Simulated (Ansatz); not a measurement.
Molecule (SMILES): C=O (CH2-O).
Geometry (B3LYP-D3(BJ)/def2-TZVP, fixed):
```xyz
4

O     -0.0009    -0.0102     0.6728
C      0.0007     0.0079    -0.5259
H     -0.0027     0.9554    -1.0993
H      0.0057    -0.9218    -1.1276
```
Charge 0, spin multiplicity 1.

Basis-set convergence of the dipole moment at PBE0 with Ansatz (a first-principles code). Dipoles come from the density behind the forces; the sign is taken along the dipole that this method gives in the largest set. Cartesian d functions, on some or all atoms, in 6-31G*; all else is spherical. The program fits the integrals of some runs and decomposes those of others, by size. No added dispersion term, no relativity. Reference: the value in aug-cc-pVQZ, 2.375 D. Deviations are taken from unrounded values.

```json
[
 {"basis": "STO-3G", "functions": "12", "dipole moment (D)": "1.317", "minus reference (D)": "-1.057"},
 {"basis": "6-31G", "functions": "22", "dipole moment (D)": "2.413", "minus reference (D)": "0.038"},
 {"basis": "def2-SV(P)", "functions": "32", "dipole moment (D)": "2.202", "minus reference (D)": "-0.172"},
 {"basis": "6-31G*", "functions": "34", "dipole moment (D)": "2.211", "minus reference (D)": "-0.164"},
 {"basis": "def2-SVP", "functions": "38", "dipole moment (D)": "2.205", "minus reference (D)": "-0.170"},
 {"basis": "6-311++G(2d,2p)", "functions": "74", "dipole moment (D)": "2.407", "minus reference (D)": "0.032"},
 {"basis": "pcseg-2", "functions": "88", "dipole moment (D)": "2.389", "minus reference (D)": "0.014"},
 {"basis": "aug-cc-pVTZ", "functions": "138", "dipole moment (D)": "2.376", "minus reference (D)": "0.001"},
 {"basis": "aug-pcseg-2", "functions": "138", "dipole moment (D)": "2.379", "minus reference (D)": "0.004"}
]
```

The smallest set listed that lies within 0.05 D of the reference with all its larger relatives (same family, alike in diffuse functions; a set with none counts only in the reference's own line) is 6-311++G(2d,2p) (74 functions, 0.032 D off). Inside the window by cancellation, since a larger relative falls out: 6-31G. Inside, with no larger relative to test it: aug-pcseg-2. (Relatives not listed, tested too: 6-31G** -0.169, 6-311G** -0.108, 6-311++G(3df,3pd) 0.014, pcseg-3 0.003, aug-cc-pVQZ 0.000 D.)
